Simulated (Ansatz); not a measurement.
The pair A = CH3Cl (SMILES CCl) (first 5 atoms), B = HCl (SMILES Cl); geometry from NCB31 set.
(charge 0, multiplicity 1):
```csv
atom,x (Å),y (Å),z (Å)
C,-1.4951,1.1258,0.0000
Cl,-1.4025,-0.6625,0.0001
H,-0.4811,1.5184,-0.0012
H,-2.0272,1.4352,0.8953
H,-2.0292,1.4349,-0.8942
Cl,2.1396,0.0373,-0.0001
H,0.9770,-0.5141,0.0001
```

Correlated levels freeze the cores. MP2 and its Hartree–Fock in aug-cc-pV(Q+d)Z are density fitted.

Programs: Ansatz (Gaussian orbitals). 

The counterpoise-corrected interaction energy is E(AB) − E(A in the pair's basis) − E(B in the pair's basis). Total energies (hartree):

```
level                              AB  A in the pair's basis  B in the pair's basis
-----------------------  ------------  ---------------------  ---------------------
HF/aug-cc-pV(T+d)Z       -959.2590474           -499.1497569           -460.1084584
MP2/aug-cc-pV(T+d)Z      -959.8540966           -499.5312504           -460.3169855
HF/aug-cc-pV(Q+d)Z       -959.2679086           -499.1553204           -460.1117620
MP2/aug-cc-pV(Q+d)Z      -959.9065394           -499.5631044           -460.3372535
CCSD(T)/aug-cc-pV(T+d)Z  -959.9295829           -499.5784110           -460.3460628
```

Q: Work out the counterpoise-corrected interaction energy at the basis-set limit: extrapolate the MP2 correlation part as X⁻³, take Hartree–Fock from the larger set, and add the CCSD(T) − MP2 difference of aug-cc-pV(T+d)Z.

A: 
1. Differences (1 hartree = 627.509 kcal/mol): HF/aug-cc-pV(T+d)Z -0.522; MP2/aug-cc-pV(T+d)Z -3.678; HF/aug-cc-pV(Q+d)Z -0.518; MP2/aug-cc-pV(Q+d)Z -3.879; CCSD(T)/aug-cc-pV(T+d)Z -3.206.
2. Correlation parts, MP2 less HF: -3.156 in aug-cc-pV(T+d)Z (X = 3), -3.361 in aug-cc-pV(Q+d)Z (X = 4).
3. Limit (4³·(-3.361) − 3³·(-3.156))/(4³ − 3³) = -3.510; with HF/aug-cc-pV(Q+d)Z it gives -4.029.
4. CCSD(T) less MP2 in aug-cc-pV(T+d)Z: 0.472.
Result: -3.56 kcal/mol, against -3.68 at MP2/aug-cc-pV(T+d)Z. It is an estimate of this method's limit, not of the exact value.

Ansatz is a program for electronic structure.
